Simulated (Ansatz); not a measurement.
# CH3AlO: the cost of one run

Method: PBE0-D4/def2-TZVP structures, single points in def2-TZVPP, no counterpoise correction; program: Ansatz 0.2.0, Gaussian basis.

Levels: SPW92, PBE-D4, BLYP-D4, r2SCAN-D4, B97M-V, PBE0-D4, B3LYP-D4, r2SCAN0-D4, BHLYP-D4, CAM-B3LYP-D4, wB97X-V, wB97M-V, B2PLYP, PBE-QIDH, RPA on PBE, Hartree-Fock, MP2, CCSD, CCSD(T).

Correlated methods freeze the cores. B3LYP uses VWN-RPA correlation. B2PLYP carries no dispersion term here.

56 further runs of the same task are left out: 56 set aside as unsound or not needed.

## 1. The system as given

The complex: 8 atoms, charge 0, spin multiplicity 1.

Atoms are counted from 1 here; the program's logs count them from 0.

Bond lengths: Al1–O3 1.677 Å, H2–H5 0.747 Å, O3–C4 1.388 Å, C4–H6 1.095 Å, C4–H7 1.096 Å, C4–H8 1.095 Å. Angles: Al1–O3–C4 177.0°, O3–C4–H6 110.8°, O3–C4–H7 110.7°, O3–C4–H8 110.8°, H6–C4–H7 108.1°, H6–C4–H8 108.2°, H7–C4–H8 108.1°.

Coordinates:

```mol
CH5AlO
  3D, bonds by distance, orders not assigned

  8  6  0  0  0  0  0  0  0  0999 V2000
   -0.2037   -1.5171    1.9477 Al  0  0
    0.2106   -1.5920   -1.3459 H   0  0
   -0.1233   -0.1418    0.9921 O   0  0
   -0.0628    1.0371    0.2618 C   0  0
    0.3164   -1.8865   -2.0244 H   0  0
   -1.0068    1.5877    0.3323 H   0  0
    0.1306    0.8281   -0.7961 H   0  0
    0.7390    1.6844    0.6325 H   0  0
  1  3  8  0
  2  5  8  0
  3  4  8  0
  4  6  8  0
  4  7  8  0
  4  8  8  0
M  END
```

Its parts: CH₃AlO holds atoms 1, 3, 4, 6, 7, 8; H₂ holds atoms 2, 5. Each part counts its atoms afresh in its own runs.

## 2. Relaxing CH₃AlO alone

Contents of relax-a/in.yaml:

```yaml
crystal:
  periodic: [false, false, false]
  atoms:
    - {symbol: Al, position_ang: [-0.203714, -1.517091, 1.947742]}
    - {symbol: O, position_ang: [-0.123279, -0.141757, 0.992078]}
    - {symbol: C, position_ang: [-0.062802, 1.037108, 0.261796]}
    - {symbol: H, position_ang: [-1.006811, 1.587747, 0.332293]}
    - {symbol: H, position_ang: [0.130593, 0.828113, -0.796130]}
    - {symbol: H, position_ang: [0.739004, 1.684397, 0.632511]}
basis:
  gaussian: {orbitals: def2-TZVP}
hamiltonian: {xc: pbe0, dispersion: d4}
relax: {f_tol: 0.005, max_steps: 200}
```

Started as:

```sh
ansatz run in.yaml --threads 2 --pin off --events-out ev --progress --plain --max-ram 4352MiB
```

**Question.** How long does this run take on 2 threads of Intel Xeon 6975P-C, shared host?

About 7.5 s.
